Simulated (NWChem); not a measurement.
# Correlation energy of water (H$_{2}$O)

```
O
H 1 0.9747
H 1 0.9747 2 102.04
```
Charge 0, spin multiplicity 1.

All runs are NWChem calculations. Structure: optimised with PBE/def2-SVP, a minimum by its harmonic frequencies.

Basis set: 6-311G**. Each correlation energy counts from its own Hartree-Fock reference.

| method | correlation energy (mHa) | difference from CCSD(T) |
|---|---|---|
| CCSD(T) | -231.2 | 0.0 |
| CR-CCSD[T] | -230.7 | +0.5 |
| SCS-MP2 | -215.2 | +16.0 |
| CCSD+T(CCSD) | -231.3 | -0.1 |
| MP2 | -218.9 | +12.3 |
| CCSDT | -231.3 | -0.1 |
| CR-CCSD(T) | -230.6 | +0.6 |
| CCSD | -226.3 | +4.9 |

The values span 16.2 mHa, from CCSD+T(CCSD) (lowest) to SCS-MP2 (highest). 

The correlated methods keep 1 core orbital frozen. The Pople sets run with spherical d functions. No row is a measurement; the coupled-cluster row has its own basis-set and correlation limits.
